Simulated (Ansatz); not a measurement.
## Two structures, one formula

Two relaxed structures of CH$_{5}$MgSi (charge -1), singlet (PBE0-D4/def2-TZVPD; forces vanish, vibrations not checked).

A:

```
8
angstrom
Mg 0.6811 1.5907 0.7668
C 0.0440 0.1448 -0.7024
Si -0.3725 -1.4477 -0.2668
H -0.0322 0.3771 -1.7688
H 0.7476 1.0491 2.4771
H 1.1111 3.2481 0.2149
H -0.8311 -2.5793 -1.1472
H -0.3266 -1.9361 1.1374
```

B:

Mg1  (-1.884, 0.100, -1.074)
C2  (1.288, 0.609, 0.915)
Si3  (0.306, -0.775, -0.057)
H4  (-3.132, 0.310, -2.344)
H5  (0.731, 1.070, 1.735)
H6  (1.593, 1.404, 0.227)
H7  (2.204, 0.175, 1.332)
H8  (-0.242, -1.590, 1.123)
(Å)

Program: Ansatz 0.2.0. Basis: def2-TZVPPD. Cores are frozen in the correlated methods. The outer core shell of Li, Na, Mg and K is correlated. The def2 sets are not built for correlating such inner shells, so the correlated values are less sure here. B3LYP uses VWN-RPA correlation.

Q: Which structure is lower at CCSD(T), and by how much? (Judge from chemistry; the value comes from the calculation.)

A: By the calculation: B, by 18.22 kcal/mol (electronic energy, against the other). By their contacts, A is CH₅MgSi ([MgH2][CH][SiH2]), total charge -1 and B is CH₅MgSi ([CH3][SiH][MgH]), total charge -1.

All methods give the same order:

```
   method  E(B) − E(A) (kcal/mol)
   PBE-D4                  -23.89
r2SCAN-D4                  -19.74
  PBE0-D4                  -24.38
 B3LYP-D4                  -18.37
  wB97M-V                  -18.23
       HF                  -16.83
      MP2                  -17.45
     CCSD                  -18.46
  CCSD(T)                  -18.22
```

No T1 diagnostic of these runs exceeds 0.014. The restricted Hartree–Fock reference is unstable towards an unrestricted one at one or more of these structures.

Labels in which every atom is bracketed show which atoms are joined, not bond orders.

For scale, one of the runs: CCSD(T)/def2-TZVPPD, 205 basis functions, launched by `ansatz run in.yaml --threads 2 --pin off --events-out ev --progress --plain --max-ram 4352MiB`. The run took 80 s on 2 CPU threads of an Arm Neoverse V2 (shared host), with 2.7 GiB of host memory at its peak.
